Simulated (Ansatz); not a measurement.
This Ansatz (a first-principles code) input (MP2/aug-pcseg-3) gives -151.38181 Eh with 268 basis functions.

Ansatz 0.2 input:
```yaml
crystal:
  periodic: [false, false, false]
  atoms:
    - {symbol: O, position_ang: [0.01545466, 0.72381182, -0.07020381]}
    - {symbol: O, position_ang: [-0.01124373, -0.72607760, -0.04190313]}
    - {symbol: H, position_ang: [0.80569804, 0.89668240, 0.46138431]}
    - {symbol: H, position_ang: [-0.83938551, -0.87855617, 0.43547118]}
basis:
  gaussian:
    orbitals: aug-pcseg-3
magnetization: {spin_polarized: false}
correlation: {method: mp2, electrons: outside_noble_gas}
```

Change:
```diff
- orbitals: aug-pcseg-3
+ orbitals: aug-cc-pVQZ
```

What does the run give now?

-151.39094 Eh (MP2/aug-cc-pVQZ, 252 functions), a change of -9.13 mEh.
